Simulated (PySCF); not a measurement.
Molfile (atoms numbered from 1):
```
H2O
     RDKit          3D

  3  2  0  0  0  0  0  0  0  0999 V2000
    0.0043    0.3785   -0.0026 O   0  0  0  0  0  0  0  0  0  0  0  0
   -0.7686   -0.1895   -0.0111 H   0  0  0  0  0  0  0  0  0  0  0  0
    0.7758   -0.1915    0.0011 H   0  0  0  0  0  0  0  0  0  0  0  0
  1  2  1  0
  1  3  1  0
M  END
```

Geometry: GFN2-xTB; GIAO absolute shieldings from PySCF 2.14.0 with density-fitted response routines, gas phase, non-relativistic, averaged over equivalent atoms.

At B97-D/Sadlej pVTZ (42 basis functions, 0.49 s wall time on 1 thread of an Intel Xeon, shared host):
| atoms | σ (ppm) |
| --- | --- |
| O1 | 333.8 |
| H2/H3 | 31.76 |

Q: Estimate the result of repeating the calculation with OPBE/Sadlej pVTZ.

A: 
```json
{"atoms": "O1", "σ at OPBE/Sadlej pVTZ": "337.2", "change": "+3.4"}
{"atoms": "H2/H3", "σ at OPBE/Sadlej pVTZ": "31.81", "change": "+0.05"}
```

The largest change is at O1 (oxygen bonded to 2 H). Cost: 42 basis functions, 0.49 s wall time on 1 thread of an Intel Xeon, shared host.
